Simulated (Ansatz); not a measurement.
Cost and result for the atomization energy of `C=C(C)C(N)=O` (13 atoms, 12 bonds).

Z-matrix (Å, degrees):
```
C
C 1 1.491
H 1 1.094 2 110.9
H 1 1.090 2 111.2 3 -121.3
H 1 1.092 2 109.8 3 117.3
C 2 1.500 1 114.7 3 -63.2
C 2 1.330 1 123.8 3 120.8
N 6 1.358 2 116.3 1 152.3
O 6 1.215 2 121.3 1 -28.6
H 7 1.084 2 122.1 1 176.1
H 7 1.084 2 121.1 1 -1.4
H 8 1.005 6 117.3 2 -176.3
H 8 1.003 6 120.9 2 -16.0
```

Total charge 0; spin multiplicity 1. The geometry is a stationary point of PBE0-D4/def2-TZVP. It is one conformer, not always the lowest. Program: Ansatz. All runs use 4 threads of an Arm Neoverse V1 on a shared host. Times are those of one run each, without the atoms' runs, and a repeat can differ threefold. Electronic energies, without spin–orbit coupling; frozen cores. CCSD(T)/CBS adds CCSD(T) − MP2 in def2-TZVPP to the MP2 limit, and its time is that of the two runs behind it. T1 = 0.014. B3LYP takes the VWN-RPA correlation (the form of Gaussian; ORCA's B3LYP/G).

CCSD(T)/CBS is a level of theory with its own doubt, some kJ/mol a heavy atom from the limit and from the frozen cores, so smaller differences don't rank the functionals.

| level | functions | wall time | atomization (kcal/mol) | difference from CCSD(T)/CBS | per bond |
| --- | --- | --- | --- | --- | --- |
| LDA (SPW92)/def2-TZVPP | 284 | 1.4 s | 1525.3 | 214.2 | 17.9 |
| revPBE-D4/def2-TZVPP | 284 | 2.4 s | 1323.5 | 12.4 | 1.0 |
| BLYP-D4/def2-TZVPP | 284 | 2.6 s | 1323.4 | 12.3 | 1.0 |
| CAM-B3LYP-D4/def2-TZVPP | 284 | 3.9 s | 1322.5 | 11.4 | 1.0 |
| B3LYP-D4/def2-TZVPP (with forces) | 284 | 5.5 s | 1318.3 | 7.2 | 0.6 |
| r2SCANh-D4/def2-TZVPP | 284 | 6 s | 1308.6 | -2.5 | -0.2 |
| B2PLYP/def2-TZVPP | 284 | 7 s | 1303.8 | -7.3 | -0.6 |
| PBE-QIDH/def2-TZVPP | 284 | 7.5 s | 1308.5 | -2.6 | -0.2 |
| B97M-V/def2-TZVPP | 284 | 11 s | 1316.7 | 5.6 | 0.5 |
| CCSD(T)/def2-SVP | 119 | 12 s | 1253.0 | -58.1 | -4.8 |
| MP2/def2-QZVPP | 552 | 40 s | 1325.0 | 13.9 | 1.2 |
| CCSD(T)/def2-TZVPP | 284 | 5.8 min | 1277.0 | -34.1 | -2.8 |
| CCSD(T)/CBS(def2) | – | 6.5 min | 1311.1 | 0.0 | 0.0 |

From r2SCAN to r2SCAN0 (25 % exact exchange), in def2-TZVPP and without D4, the atomization energy moves by −25.2 kcal/mol: exact exchange takes away binding that semilocal exchange gives to molecules. The D4 term adds +9.7 kcal/mol with B3LYP and +5.1 kcal/mol with PBE0; it sums over pairs of atoms, weighted by their polarisabilities, and B3LYP, whose exchange is more repulsive, gets the larger term. In def2-TZVPP, CCSD(T) changes the Hartree–Fock value by +341.9 kcal/mol (the triples alone add +23.3 kcal/mol) and MP2 by +369.9 kcal/mol; breaking electron pairs costs correlation energy, which Hartree–Fock lacks.
